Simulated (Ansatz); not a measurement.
The same path of H4SSi + H4Si (11 atoms, charge 0, multiplicity 1) was run twice with different band settings. Lost on the way: Si1–S2, H6–Si7. Made: Si1–Si7, S2–H6.

Level of theory: RKS BHLYP/def2-SVPD (Ansatz 0.2.0).

Relaxed end points:

```xyz
11
Properties=species:S:1:pos:R:3
Si -0.882 -0.786 1.574
S 1.042 -0.943 2.537
H -0.826 -1.287 0.184
H -1.911 -1.540 2.320
H -1.196 0.656 1.584
H 1.069 1.002 -0.773
Si 0.529 1.236 -2.130
H 1.135 -2.279 2.451
H -0.893 1.636 -2.030
H 1.298 2.313 -2.791
H 0.634 -0.007 -2.925
```

```xyz
11
Properties=species:S:1:pos:R:3
Si -1.745 -0.127 0.277
S 2.327 -0.355 1.860
H -2.945 -0.784 -0.298
H -1.050 -1.100 1.151
H -2.191 1.023 1.102
H 3.477 0.071 1.321
Si -0.337 0.607 -1.453
H 2.578 -1.640 1.571
H -1.132 1.362 -2.454
H 0.732 1.494 -0.941
H 0.289 -0.551 -2.136
```

Common settings: movable images 7; climbing image yes; spring 5.0 eV/Å²; optimiser quadratic models (default); force threshold 0.05 eV/Å; iteration limit 60; end points relaxed.

| run | start path |
| --- | --- |
| 1 | through a guess of the saddle point |
| 2 | straight line |

Problem. What does each run give, and how far can it be trusted?

Solution. Run 1: converged after 22 iterations, highest image 2.994 eV above the first end. Neighbouring images differ by up to 2.3 eV, so the band resolves the path poorly. A vibrational analysis at the climbing image gives one clearly imaginary mode, 1199i cm⁻¹: a first-order saddle point.
Run 2: converged after 26 iterations, highest image 2.994 eV above the first end. Neighbouring images differ by up to 2.3 eV, so the band resolves the path poorly. Another band between the same ends (7 images) ends at a top of the same energy, where a vibrational analysis finds 1 clearly imaginary mode.
The orbitals stay closed-shell, which can raise the energy where a bond breaks towards radicals; this wasn't checked here.
